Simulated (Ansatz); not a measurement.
Basis-set limit of CH$_{5}$, doublet

```yaml
atoms:
  - { symbol: H, position_ang: [-2.1592, 0.0000, 0.0000] }
  - { symbol: H, position_ang: [-1.1042, 0.0000, 0.0000] }
  - { symbol: C, position_ang: [0.2188, 0.0000, 0.0000] }
  - { symbol: H, position_ang: [0.2188, -1.0800, 0.0000] }
  - { symbol: H, position_ang: [0.2188, 0.5400, 0.9353] }
  - { symbol: H, position_ang: [0.2188, 0.5400, -0.9353] }
```

Ansatz 0.2.0, UHF determinant, valence electrons correlated. Energies in eV.

```
       set  X  functions  Hartree–Fock  MP2 correlation  CCSD(T) correlation                                                                                               time
def2-TZVPP  3        101    -1106.3789          -5.6201              -6.5604  5.5 s on 1 × NVIDIA H100 80GB HBM3 with 1 thread of AMD EPYC 7R13 Processor (Zen 3) (shared host)
def2-QZVPP  4        207    -1106.4484          -5.9578              -6.8491  7.5 s on 1 × NVIDIA H100 80GB HBM3 with 1 thread of AMD EPYC 7R13 Processor (Zen 3) (shared host)
```

Hartree–Fock is taken to follow E(X) = E∞ + A·exp(−7.88·√X), correlation E(X) = E∞ + B·X^−2.97.

**Question.** Work out the CCSD(T) energy at the limit, and how far the shortcut misses it that extrapolates MP2 and adds CCSD(T) minus MP2 from the smaller set.

**Answer.** Hartree–Fock: E∞ = E4 + 0.1377·(E4 − E3) = -1106.4580. Correlation: E∞ = E4 + 0.7407·(E4 − E3) = -7.0630 for CCSD(T) and -6.2078 for MP2. The limit is -1113.5210 eV, 0.223 eV below def2-QZVPP. The shortcut gives a correlation energy of -6.2078 + (-0.9403) = -7.1481, 85 meV lower than the direct value.
